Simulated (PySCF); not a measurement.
Stretching MgP⁺

Set-up: basis Mg def2-SVP, P def2-SVP; no relativity; PySCF 2.14. Energies in eV from Mg⁺ + P in their ground configurations at the same level. State: ³Σ⁻ (triplet), unpaired electrons π ↑↑.

Curves on a restricted Hartree–Fock reference rise too fast on stretching and do not dissociate correctly.

```
R (Å)  revPBE  ROHF-MP2
2.148  -0.965   -0.2583
2.248  -1.283   -0.5769
2.348  -1.462   -0.7493
2.423  -1.530   -0.8083
2.498  -1.555   -0.8218
2.573  -1.548   -0.8009
2.673  -1.502   -0.7335
2.798  -1.408   -0.6067
2.948  -1.268   -0.4195
3.147  -1.070   -0.1467
```

Q: Put a parabola through the three lowest points of the revPBE curve and estimate Re, k and ωe (reduced mass 13.52 u; 1 eV/Å² = 0.16022 mdyn/Å; ωe = 1302.8·√(k/μ) cm⁻¹).

A: Through R = 2.423, 2.498, 2.573 Å the second-order coefficient is 2.84 eV/Å², so Re ≈ 2.519 Å, k ≈ 0.911 mdyn/Å and ωe ≈ 338 cm⁻¹. A polynomial fit of higher order to the unrounded revPBE energies gives Re = 2.516 Å, k = 0.851 mdyn/Å, ωe = 327 cm⁻¹; anharmonicity and rounding make the difference.

The higher-order fit for each curve: revPBE: Re = 2.516 Å, ωe = 327 cm⁻¹, De = 1.56 eV; ROHF-MP2: Re = 2.487 Å, ωe = 358 cm⁻¹, De = 0.82 eV.

Correlated steps freeze 6 core orbitals. Correlated levels converge slowly with the basis: in double zeta they bind strong bonds too weakly, by up to about 1 eV, and carry superposition errors of some tenths. ⟨S²⟩ of the unrestricted solution departs from its pure value on part of the curve, where spin states mix. For an ion De counts to the pair picked by the measured ionisation energies or electron affinities, which need not be the lowest pair at this level. The state is the lowest determinant that a PBE0 search found; another state may lie lower at other levels.
